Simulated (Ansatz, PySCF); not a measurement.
Species: hydrogen peroxide, H$_{2}$O$_{2}$ (charge 0, singlet). 
Structure (B3LYP-D3(BJ)/def2-TZVP (Ansatz, a program for electronic structure) minimum search):
```xyz
4

O      0.0155     0.7238    -0.0702
O     -0.0112    -0.7261    -0.0419
H      0.8057     0.8967     0.4614
H     -0.8394    -0.8786     0.4355
```
Charge 0, spin multiplicity 1.

Dipole moments at this geometry, in debye (magnitudes).

| level | program | dipole (D) |
|---|---|---|
| HF/def2-TZVPD | PySCF | 1.80 |
| PBE/def2-TZVPD | Ansatz | 1.62 |
| revPBE/def2-TZVPD | Ansatz | 1.61 |
| BP86/def2-TZVPD | PySCF | 1.62 |
| TPSS/def2-TZVPD | PySCF | 1.63 |
| M06-L/def2-TZVPD | PySCF | 1.61 |
| B3LYP/def2-TZVPD | Ansatz | ? |
| r2SCAN0/def2-TZVPD | Ansatz | 1.70 |
| M06-2X/def2-TZVPD | PySCF | 1.70 |
| LC-wPBE/def2-TZVPD | Ansatz | 1.72 |
| wB97M-V/def2-TZVPD | Ansatz | 1.68 |
| wB97X-V/def2-TZVPD | Ansatz | 1.69 |
| CCSD(T)/aug-cc-pVDZ | Ansatz | ? |

Question: Some entries are withheld; supply them.

Answer: 
- B3LYP/def2-TZVPD, dipole (D): 1.68
- CCSD(T)/aug-cc-pVDZ, dipole (D): 1.67

Measured: 1.77 D (NIST CCCBDB, as tabulated in the package chemicals), a vibrational average, which may belong to another conformer or a mix. This is an older compilation, not checked against later work.
